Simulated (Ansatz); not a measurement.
in.yaml

```yaml
crystal:
  periodic: [false, false, false]
  atoms:
    - {symbol: Si, position_ang: [0.000000, 0.000000, 0.000000]}
    - {symbol: Mg, position_ang: [0.000000, 0.000000, 6.695000]}
basis:
  gaussian: {orbitals: cc-pVDZ}
magnetization: {spin_polarized: false}
correlation: {method: ccsdtq, electrons: outside_noble_gas}
```

```sh
$ ansatz run in.yaml --threads 1 --pin off --events-out ev --progress --plain --max-ram 2393MiB
```

Log:

```
606 factors; integrals over basis functions are off by at most 2.1e-7 eV
mean field evaluation 1: about -13289.7907 eV, gradient 4.0e0 eV
mean field evaluation 2: about -13289.7908 eV, gradient 4.0e0 eV
mean field evaluation 4: about -13289.9174 eV, gradient 2.1e-1 eV
mean field evaluation 8: about -13289.9175 eV, gradient 4.4e-5 eV
mean field evaluation 16: about -13289.9175 eV, gradient 1.0e-3 eV
mean field evaluation 32: about -13289.9117 eV, gradient 2.1e-1 eV
mean field evaluation 64: about -13289.9112 eV, gradient 1.7e-2 eV
mean field evaluation 96: about -13289.9112 eV, gradient 2.6e-2 eV
mean field -13289.91751911 eV, -488.3954605977 hartree, gradient 6.8e-7 eV, S^2 0.000000; 8 other end points of the search recorded, 0 dependent functions left out; unrestricted orbitals would lower it
mean field evaluation 128: about -13291.2788 eV, gradient 6.0e-3 eV
mean field evaluation 160: about -13291.2792 eV, gradient 8.6e-4 eV
determinant -13289.91751911 eV, -488.3954605977 hartree, with singles and doubles -13293.13575526 eV, -488.5137285947 hartree
determinant -13289.91120040 eV, -488.3952283892 hartree, with singles and doubles -13293.13036918 eV, -488.5135306598 hartree
determinant -13289.91751911 eV, -488.3954605977 hartree, with singles and doubles -13293.14689312 eV, -488.5141379036 hartree
determinant -13289.91120040 eV, -488.3952283892 hartree, with singles and doubles -13293.14326351 eV, -488.5140045179 hartree
unrestricted determinant -13291.27920770 eV, -488.4455017302 hartree, S^2 1.0313
10 core orbitals not correlated: weight in the atoms' cores, before any rotation towards them, 1.000 or more for the frozen orbitals, at most 0.000 for the correlated occupied ones
reference -13289.91751911 eV, -488.3954605977 hartree; 3, 3 occupied and 23, 23 virtual orbitals, 606 factors
second order -2.07675540 eV of doubles, -0.00000000 eV of singles
...
cycle  17  -3.38386643 eV  change    5.2e-5 eV  update   2.6e-5
cycle  18  -3.38378937 eV  change    7.7e-5 eV  update   1.5e-5
cycle  19  -3.38378689 eV  change    2.5e-6 eV  update   3.3e-6
cycle  20  -3.38379423 eV  change   -7.3e-6 eV  update   3.3e-6
cycle  21  -3.38378961 eV  change    4.6e-6 eV  update   3.3e-6
cycle  22  -3.38379696 eV  change   -7.3e-6 eV  update   1.0e-5
cycle  23  -3.38379973 eV  change   -2.8e-6 eV  update   1.5e-5
cycle  24  -3.38379725 eV  change    2.5e-6 eV  update   1.4e-5
cycle  25  -3.38379631 eV  change    9.4e-7 eV  update   6.5e-6
cycle  26  -3.38379616 eV  change    1.5e-7 eV  update   9.3e-8
Total energy: -13293.30131527 eV, -488.5198128128 hartree
```

For the same geometry and basis full CI lies 0.1 meV lower.

Ran on 1 thread of Arm Neoverse V2, shared host: 11 s wall, 0.15 GiB peak host memory.
